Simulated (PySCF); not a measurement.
# BF at other levels of theory

Starting from one script, swap the method and compare what comes out for BF.

Computed with PySCF 2.14.0. Level: method and basis as typed in the scripts.

1 further run of the same task is left out (it didn't finish).

### Step 1. Starting geometry

BF: 2 atoms, charge 0, spin multiplicity 1.

Bond lengths: B1–F2 1.223 Å.

### Step 2. Base script

The input, input.py:

```python
from pyscf import gto, scf, cc

mol = gto.M(
    atom='B 0 0 0; F 0 0 1.223',
    basis='6-31g*',
    charge=0,
    spin=0,
    verbose=4,
)
mf = scf.RHF(mol)
mf.kernel()
mycc = cc.CCSD(mf, frozen=2)
mycc.kernel()
mycc.ccsd_t()
mf.dip_moment()
print('orbital energies (hartree):', mf.mo_energy[..., max(0, mol.nelec[1]-3):mol.nelec[0]+3].round(4))
```

Run with:

```console
$ OMP_NUM_THREADS=1 python input.py
```

### Step 3. Blyp (RKS)

Variant 1 changes functional: none (Hartree–Fock) → blyp; SCF type: RHF → RKS; step after the SCF: ccsd(t) → analyze.

The input, input.py:

```python
from pyscf import gto, dft

mol = gto.M(
    atom='B 0 0 0; F 0 0 1.223',
    basis='6-31g*',
    charge=0,
    spin=0,
    verbose=4,
)
mf = dft.RKS(mol, xc='blyp')
mf.kernel()
mf.analyze()
print('orbital energies (hartree):', mf.mo_energy[..., max(0, mol.nelec[1]-3):mol.nelec[0]+3].round(4))
```

### Step 4. EOM-IP

Variant 2 changes step after the SCF: ccsd(t) → eomip; frozen orbitals: 2 → none; number of roots: none → 8.

input.py: that of step 2 with these lines changed.

```diff
@@ -11,5 +11,6 @@
 mf.kernel()
-mycc = cc.CCSD(mf, frozen=2)
+mycc = cc.CCSD(mf)
 mycc.kernel()
-mycc.ccsd_t()
+e = mycc.ipccsd(nroots=8)[0]
+print('roots (eV) =', (e*27.211386).round(3))
 mf.dip_moment()
```

### Step 5. CASSCF

Variant 3 changes step after the SCF: ccsd(t) → casscf; active space: none → 6 electrons in 6 orbitals.

input.py: that of step 2 with these lines changed.

```diff
@@ -1,2 +1,2 @@
-from pyscf import gto, scf, cc
+from pyscf import gto, scf, mcscf
 
@@ -11,5 +11,5 @@
 mf.kernel()
-mycc = cc.CCSD(mf, frozen=2)
-mycc.kernel()
-mycc.ccsd_t()
+mc = mcscf.CASSCF(mf, 6, 6)
+mc.kernel()
+mc.analyze()
 mf.dip_moment()
```

### Step 6. NEVPT2

Variant 4 changes step after the SCF: ccsd(t) → nevpt2; active space: none → 4 electrons in 6 orbitals.

input.py: that of step 2 with these lines changed.

```diff
@@ -1,2 +1,2 @@
-from pyscf import gto, scf, cc
+from pyscf import gto, scf, mcscf, mrpt
 
@@ -11,5 +11,6 @@
 mf.kernel()
-mycc = cc.CCSD(mf, frozen=2)
-mycc.kernel()
-mycc.ccsd_t()
+mc = mcscf.CASSCF(mf, 6, 4)
+mc.kernel()
+mc.analyze()
+mrpt.NEVPT(mc).kernel()
 mf.dip_moment()
```

Q: Predict the outcome of this session. Wanted: for each run, E(SCF); from base; gap; SCF dipole; after the SCF.

**Answer**, as computed:

```csv
run,E(SCF) (hartree),from base (eV),cycles,gap (eV),SCF dipole (D),after the SCF
base,-124.099618,0,8,14.36,1.08,"CCSD(T) correlation -6.762 eV, core frozen"
blyp (RKS),-124.632930,not comparable,8,4.84,1.36,n/a
EOM-IP,-124.099618,0.0000,8,14.36,1.08,"CCSD correlation -6.706 eV, first root 10.67 eV"
CASSCF,-124.099618,0.0000,8,14.36,1.08,CASSCF correlation -2.634 eV
NEVPT2,-124.099618,0.0000,8,14.36,1.08,"NEVPT2 correlation -6.555 eV (from the SCF energy, the CASSCF gain included)"
```

What this shows: Total energies of different functionals can't be compared with each other; differences within one functional can.
